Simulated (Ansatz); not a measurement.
Ansatz input

```yaml
crystal:
  lattice:
    - [3.2454403005, 0.0, 0.0]
    - [-1.6227201502, 2.8106337467, 0.0]
    - [0.0, 0.0, 5.1494233959]
  atoms:
    - { symbol: Zr, position: [0.3333333333, 0.6666666667, 0.25], spin: 1.0 }
    - { symbol: Zr, position: [0.6666666667, 0.3333333333, 0.75], spin: 1.0 }
hamiltonian:
  xc: r2scan
  pseudopotentials:
    kind: paw
    azcp:
      Zr: "pseudopotentials/Zr.paw.azcp"
basis:
  ecutwfc: 500
  fft_grid_basis: typed
kpoints:
  mp_grid: { grid: [6, 6, 3], shift: [0, 0, 0] }
magnetization:
  spin_polarized: true
scf:
  occupations: { method: fermi_dirac, width: 0.1 }
```

Terminal output

```
Engine: ansatz 0.2.0, x86_64-unknown-linux-gnu
Pseudopotentials: kind: paw
Pseudopotential: Zr, paw, valence charge 12, recommended cutoff 500 eV (meta_gga) 
Functional definition: r2SCAN
  parameter k0 = 0.174
  parameter k1 = 0.065
  parameter a1 = 4.9479
  exchange = r2scan_x(k0 = k0, k1 = k1, a1 = a1)
  correlation = r2scan_c
Crystal: 2 atoms, lattice volume = 46.972 Å³
Basis set: ecut = 500 eV, 1177 PW (Γ), exchange–correlation on 96×96×160 points (64 copies of the dense FFT grid, shifted against one another)
Bands: 17, of which v1, the nominal top of the filled ones, is band 12 counted from 1 (11 counted from 0)
Symmetry: 24 space group operations
Space group: P63/mmc (ITA 194), of the structure as read, at distance tolerance 3.6e-5 Å
Magnetic group: BNS 194.263 (UNI 1493), of the structure as read, at distance tolerance 3.6e-5 Å
k-points: 14 of 108
Non-local potential: Zr, projectors of the file, l = 0: 3, l = 1: 2, l = 2: 2, l = 3: 2
PAW form: soft (Blöchl's): semilocal exchange-correlation on the pseudo side does not see the compensation charge
PAW frozen core: Zr, regenerated for the run's functional (the file was generated under x = pbe(κ = 0.804, μ = 0.2195149727645171), c = pbe(β = 0.06672455060314922))
PAW one-centre angular grid: Zr, 590 points (default); XC on 160 Gauss nodes
Initial density: superposition of atomic densities (chi_scale 0.1, normalization cell)
Starting moments: Σ|m| = 2 μB on 2 of 2 sites
Initial wavefunctions: pseudopotential atomic-orbital guess
Functional: x = r2scan, c = r2scan; τ floored in thin density (d = 2e-4 eV/Å³)
iter 1 solved again at ethr=2.44e-3 eV; its pass at ethr=3.10e-3 eV (dr2=5.86e-1 eV) is discarded
SCF iter   1: F=—  HF=-8389.714792 eV  |F-HF|=—  |Δ(HF+E_count)|=         —  Δρ=2.83e-2 (↑2.83e-2 ↓1.42e-2)  dr2=6.59e-1  dr2_τ=1.44e-2  dr2_m=1.00e-1  M=0.991 μB ∫|m|=0.991 μB  β_m=0.59  ethr=2.44e-3  ⟨swp⟩=1.9  Hψ=2782  notcnv=0
Mixer restart at iter 1: flushing history
SCF iter   2: F=—  HF=-8389.833427 eV  |F-HF|=—  |Δ(HF+E_count)|=   1.19e-1  Δρ=1.88e-2 (↑1.88e-2 ↓1.08e-2)  dr2=3.60e-1  dr2_τ=1.94e-3  dr2_m=3.60e-2  M=0.767 μB ∫|m|=0.767 μB  β_m=1.00  ethr=2.44e-3  ⟨swp⟩=2.1  Hψ=724  notcnv=0  κ⁻¹=1.0e0(r=1)
SCF iter   3: F=—  HF=-8389.960723 eV  |F-HF|=—  |Δ(HF+E_count)|=   1.27e-1  Δρ=5.48e-3 (↑3.71e-3 ↓5.48e-3)  dr2=4.02e-2  dr2_τ=4.95e-4  dr2_m=7.56e-4  M=0.386 μB ∫|m|=0.386 μB  β_m=0.30  ethr=1.50e-3  ⟨swp⟩=2.0  Hψ=862  notcnv=0  κ⁻¹=5.4e-2(r=2)
...
SCF iter  13: F=—  HF=-8390.030002 eV  |F-HF|=—  |Δ(HF+E_count)|=   5.76e-8  Δρ=1.14e-6 (↑1.14e-6 ↓1.12e-6)  dr2=4.37e-10  dr2_τ=8.30e-11  dr2_m=1.75e-10  M=-0.000 μB ∫|m|=0.000 μB  β_m=1.00  ethr=7.88e-12  ⟨swp⟩=2.0  Hψ=791  notcnv=0  κ⁻¹=2.2e-7(r=8)
SCF iter  14: F=—  HF=-8390.030002 eV  |F-HF|=—  |Δ(HF+E_count)|=   2.49e-8  Δρ=8.71e-7 (↑7.95e-7 ↓8.71e-7)  dr2=4.81e-11  dr2_τ=3.53e-11  dr2_m=2.67e-10  M=-0.000 μB ∫|m|=0.000 μB  β_m=1.00  ethr=1.82e-12  ⟨swp⟩=1.0  Hψ=1438  notcnv=0  κ⁻¹=7.3e-8(r=8)
SCF iter  15: F=—  HF=-8390.030002 eV  |F-HF|=—  |Δ(HF+E_count)|=   1.36e-9  Δρ=3.80e-7 (↑3.23e-7 ↓3.80e-7)  dr2=1.21e-11  dr2_τ=5.32e-12  dr2_m=4.81e-11  M=-0.000 μB ∫|m|=0.000 μB  β_m=1.00  ethr=1.00e-12  ⟨swp⟩=2.0  Hψ=924  notcnv=0  κ⁻¹=2.4e-7(r=8)
SCF iter  16: F=-8390.030002 eV  HF=-8390.030002 eV  |F-HF|=1.64e-11  |Δ(HF+E_count)|=  3.22e-10  Δρ=7.52e-8 (↑5.71e-8 ↓7.52e-8)  dr2=1.22e-12  dr2_τ=1.01e-13  dr2_m=1.35e-12  M=-0.000 μB ∫|m|=0.000 μB  ethr=1.00e-12  ⟨swp⟩=2.0  Hψ=926  notcnv=0
SCF 1 converged in 16 iterations: F = -8390.030002 eV  dr2 = 1.22e-12
WARN: the starting moments were not kept: the SCF closed with an absolute magnetisation of 3.7e-6 μB, where they sum to 2 μB in size (2 sites). That is at most 0.1 of that sum. Measured as dr2_m measures the in/out step, that magnetisation stands 1.1e-12 eV from none, at or under the dr2_threshold of 1.0e-7 eV: it is no larger than a step whose dr2_m would equal this threshold. The system may hold no moment; this SCF shows only that its start led to no more than that. To try another start: raise the starting moments (crystal.atoms[].spin, magnetization.per_species, magnetization.initial_magnetization, or on a non-collinear deck that types none of these the spinor_matrix: blocks that start its atoms; where the total moment is fixed, keep their sum and leave initial_magnetization as it is; typed ones take the place of any that the run laid by itself, positive ones on a crystal's lanthanoids without a Hubbard term where scf.initial_density.shell_occupations: [] is typed) or, if the notice of its spin-set hold's release reads "site moments contracting" or "site moments show no strong build", lengthen the hold (scf.mixing.spin_hold: { on: { confirm: 4 } }; for m-r²SCAN on two components see the key's manual first). Each may lead to a state that holds a moment. A second SCF, from the converged charge density, with the starting moments and any scf.initial_density.shell_occupations laid on it anew, would have followed, and was not run: the deck does not ask for one (magnetization.retry_lost_moments is false, the default). To let it run, set magnetization.retry_lost_moments: true and run the deck again, where that key's refused combinations let it; where memory then withholds it, that run's warning says so.
this state was not tested for a lower state beside it, because the mixer in use, unlike msr1, does not test its closes by its own steps (another_mixer; see scf.mixing.algorithm and scf.lower_state_search)
SCF converged after 16 iterations
Magnetization: -0.0000 μB (12.0000 up, 12.0000 down)
Absolute magnetization: 0.0000 μB (∫|ρ↑−ρ↓|, with the PAW one-centre terms)
Spin contamination: 0.0000 ħ² per cell (⟨S²⟩ above its minimum at these occupations)
Per-site moments (μB) at R_I (Å): [(-4.313414595695509e-7, 1.3135454320289783), (-4.3134145949585716e-7, 1.3135454320289783)]
Free energy (F): -8390.030002 eV
Harris-Foulkes:  -8390.030002 eV  (|F-HF|=1.64e-11)
Internal energy: -8389.942928 eV  (E = F + TS)
E sigma→0 (E₀):  -8389.986465 eV
Entropy (-TS):   -0.087074 eV (-43.537 meV/atom)
Fermi energy:    13.903506 eV
--- Per-component energies (eV) ---
  E_band       = -216.229711
  E_kinetic    = 663.245102
  E_local      = -1257.409869  (includes V_loc(G=0)·N_el)
  E_nonlocal   = 159.875658
  E_hartree    = 387.894385
  E_xc         = -310.213188
  E_vxc        = -420.431238  (∫ρ·V_xc dr)
  E_paw        = -5942.040583  (= ΣΔE_a)
  E_vpaw       = -162.086661  (= ΣTr[D̂ρ^β])
  E_aug_tail   = 0.000018  (compensation charges beyond the density's cutoff)
  E_vtau       = 24.788494  (kinetic-family band-sum trace: ∫τ·v_τ [+ j·A + Jᵃ·Aᵃ] dr)
  E_ewald      = -2090.964967
  E_core_change = -0.329483  (= ΣΔE_core)
  E_smearing   = -0.087074  (= −TS)
  E_closure    = -0.000000  (closes the sum)
  Σ components = -8390.030002   (vs F -8390.030002, Δ=0.00e0)
```
